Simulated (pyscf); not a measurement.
## Routes from F–SiH₂–F + water (H₂O)

Candidate steps break at most two bonds and form at most two. Each was searched with GFN2-xTB (tblite) first. Optimised with ωB97X-D3(BJ)/def2-SVP in PySCF. Energies: ωB97M-D3(BJ)/def2-TZVP, eV, from the separated reactants, singlet surface; ΔG‡ with ideal gas, 1 atm, RRHO with modes under 100 cm⁻¹ raised to 100, one conformer, R ln 2 for chiral ones without a mode under 150 cm⁻¹.

```csv
products,type,ΔE‡,ΔE,ΔG‡ 298 K,ΔG‡ 900 K,ν‡ (cm⁻¹)
HF + HO–SiH₂–F,four-centre exchange,0.88,+0.40,1.29,2.21,732i
HO–SiH(F)–F + H₂,four-centre exchange,1.26,-1.11,1.63,2.54,1366i
```

Row 1: On the reactant side the descent ends in a complex (not fully relaxed), 0.18 eV under the separated species and 1.07 eV under the saddle at ωB97X-D3(BJ)/def2-TZVP. On the product side the descent ends in a complex, 0.27 eV under the separated species and 0.77 eV under the saddle at ωB97X-D3(BJ)/def2-TZVP. Row 2: On the reactant side the descent ends in a complex, 0.18 eV under the separated species and 1.47 eV under the saddle at ωB97X-D3(BJ)/def2-TZVP. 

Plain bond fissions and candidates not yet searched are not listed, and one of them may be faster. Each barrier is that of the saddle found; lower ones may exist.
